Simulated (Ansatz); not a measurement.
Results of PBE (Ansatz, a program for electronic structure, PAW) for hcp Sc.

Numerical settings: plane-wave cutoff 520 eV, 18×18×10 k mesh (along the axes of the cell as run), Fermi–Dirac smearing 0.05 eV, scalar-relativistic PAW data made under PBE.

Energies at three volumes about the minimum:

```json
[
 {"V (Å³/atom)": "24.155", "E − E_lowest (meV/atom)": "1.72"},
 {"V (Å³/atom)": "24.648", "E − E_lowest (meV/atom)": "0.00"},
 {"V (Å³/atom)": "25.141", "E − E_lowest (meV/atom)": "1.62"}
]
```

Problem. Fit a parabola by hand: where is the minimum, and what is the bulk modulus?

Solution. Slopes: (0.00 − 1.72)/(24.648 − 24.155) = -3.489 and (1.62 − 0.00)/(25.141 − 24.648) = 3.286 meV/Å³. Curvature E″ = 2 × (3.286 − (-3.489))/(25.141 − 24.155) = 13.742 meV/Å⁶. From the middle of the first interval, the slope vanishes at V0 = 24.4015 − (-3.489)/13.742 = 24.655 Å³/atom. B = V0 E″ = 24.655 × 13.742 meV/Å³ × 0.1602 GPa per meV/Å³ = 54.3 GPa. The full Birch–Murnaghan fit to all volumes gives V0 = 24.648 Å³/atom and B0 = 54.2 GPa.

Shape and atoms are relaxed at each volume.

Measured, for comparison: bulk modulus 55.6 GPa (zero-point energy and finite temperature contributions removed, sources range from 44.5 to 55.6; as tabulated in doi:10.1021/acs.jctc.3c00612); equilibrium volume per atom 24.77 Å³/atom (copied from a table, unchecked, extrapolated to 0 K and zero-point effects removed; as tabulated in Lejaeghere et al. (2013), arXiv:1204.2733). Computed less measured: bulk modulus -2.5 % (inside the range of the sources held), equilibrium volume per atom not scored (unchecked).
